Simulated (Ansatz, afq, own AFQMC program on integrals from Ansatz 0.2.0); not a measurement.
## CH6Ge, triplet in cc-pVDZ, levels against CCSDT(Q)

```xyz
8

Ge   -0.4812    0.0000    0.0000
H    -0.9926    1.4466    0.0000
H    -0.9926   -0.7233    1.2528
H    -0.9926   -0.7233   -1.2528
H     1.3438    0.0000    0.0000
C     2.5498    0.0000    0.0000
H     2.9643    0.0000    0.9962
H     2.9643    0.0000   -0.9962
```

Basis cc-pVDZ. Only valence electrons are correlated. Ansatz 0.2.0 and our own AFQMC program on the same integrals; the CISD trial comes from CCSD amplitudes, and released means the phaseless constraint is let go. ± is one standard error of the sampling. No spin–orbit coupling.

Determinant: UHF, the one that the program's search chose, which needn't be the lowest solution. The geometry is a point of a scan.

No full CI on the walks' own integrals is used here; CCSDT(Q) serves as the reference and is uncertain by about the last step of the cluster series.

Cautions: no relativity below Rb; no spin-orbit coupling; inner d shell frozen; lower spins were not checked.

The T1 diagnostic is 0.0121 and the weight of the determinant in the CISD state is 0.873. The ⟨S²⟩ of the determinant is 2.033 and the size of the correlated space is 14 electrons in 56 orbitals.

Reference: CCSDT(Q), correlation energy -7.687 eV. The released energy is read at 2.40 1/Eh (meV from the phaseless value at times in 1/Eh: -3 ± 3 at 0.24, -8 ± 3 at 0.51, -9 ± 3 at 0.99, -7 ± 3 at 1.62, -9.7 ± 2.5 at 2.40).

```csv
level,E − E(reference) (kJ/mol),share of correlation (%)
HF,741.7,0.00
MP2,146.3,80.27
CCSD,18.8,97.46
CCSD(T),3.5,99.52
CCSDT,0.6,99.91
ph-AFQMC/CISD,0.7 ± 0.3,99.90
released AFQMC,-0.2 ± 0.2,100.03
```

A walk keeps the symmetry of its determinant, which the program's search chose and which needn't be the lowest solution, so a lower state of the same spin and another symmetry isn't excluded. Released energies are given only where the last usable release times agree within the noise; a slower fall can still hide under it.
